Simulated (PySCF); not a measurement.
**Dipole moment and polarisability of propanamide**

Compound: propanamide, C3H7NO.
Structure used (PBE0-D3(BJ)/def2-SVP), in Å, numbered top down from 1:
```
atom  x, y, z in Å
C1    -1.6845   -0.1308   -0.1821
C2    -0.2258   -0.5408   -0.1958
C3     0.6953    0.5742    0.2745
N4     2.0230    0.3260    0.1095
O5     0.2832    1.6020    0.7702
H6    -1.8646    0.7075   -0.8704
H7    -1.9792    0.2092    0.8203
H8    -2.3334   -0.9682   -0.4768
H9     0.0910   -0.8642   -1.2025
H10   -0.0566   -1.4101    0.4646
H11    2.3670   -0.5270   -0.3050
H12    2.6846    1.0221    0.4260
```

Level: CAM-B3LYP/def2-SVPD (PySCF), static field, nuclei fixed, core orbitals frozen in the response. The polarisability tensor in these axes (au):

```
x   57.91 -0.56 -0.33
y   -0.56 49.67  4.70
z   -0.33  4.70 41.49
```

Question: Give the principal values, the mean and the anisotropy Δα = √{½[(α1 − α2)² + (α2 − α3)² + (α1 − α3)²]}.

Answer: Principal values 39.35, 51.74 and 57.98 au; mean 49.69 au = 7.36 Å³ = 8.19 × 10⁻⁴⁰ C²·m²/J; Δα = 16.42 au (33 % of the mean).

Question: What is the dipole moment, and where does it point?

Answer: (1.98, -3.00, -1.43) D, 3.86 D in size, pointing from the negative to the positive side. Measured along this direction, the outermost atoms are H7 and O5 at the negative end and H11 at the positive end.

Question: What molar refraction does this α imply?

Answer: Lorentz–Lorenz: R = (4π/3)N_A α = 2.5225 cm³/(mol·Å³) × 7.36 Å³ = 18.6 cm³/mol, in the limit of long wavelengths.

Question: Rayleigh depolarisation ratio (linearly polarised light, static tensor)?

Answer: ρ = 3Δα²/(45ᾱ² + 4Δα²) = 809.2/(111106 + 1078.9) = 0.00721.

Question: What are the principal values of the traceless quadrupole moment, Θ = ½Σq(3rr − r²1), about the centre of nuclear charge?

Answer: -6.15, -1.86, 8.01 D·Å. The values depend on the origin, since the dipole doesn't vanish. The electronic extent ⟨r²⟩ about the same centre is 457 bohr², a root-mean-square distance of 1.79 Å for the 40 electrons.

Question: In a dilute gas of rigid molecules at 400 K, how does the orientational term μ²/3kT compare with the electronic polarisability?

Answer: In Gaussian units μ²/3kT = 90.06 Å³ against 7.36 Å³, a ratio of 12.23; the Debye molar polarisation (4π/3)N_A(α + μ²/3kT) is 245.7 cm³/mol, leaving out the vibrational part.

Question: Refractivity n − 1 of an ideal gas of it at 350 K and 1 atm, from the electronic α?

Answer: N = p/kT = 2.0968 × 10¹⁹ cm⁻³, so n − 1 = 2π × N × 7.36 × 10⁻²⁴ cm³ = 970 × 10⁻⁶ at long wavelengths, for an ideal gas.

The structure is a single PBE0-D3(BJ)/def2-SVP conformer in the gas phase; no vibrational or solvent corrections.

These values come from a run that also computed excited states and ΔSCF ions. Time: 68 s. Hardware: Arm Neoverse V1, one thread (shared host).
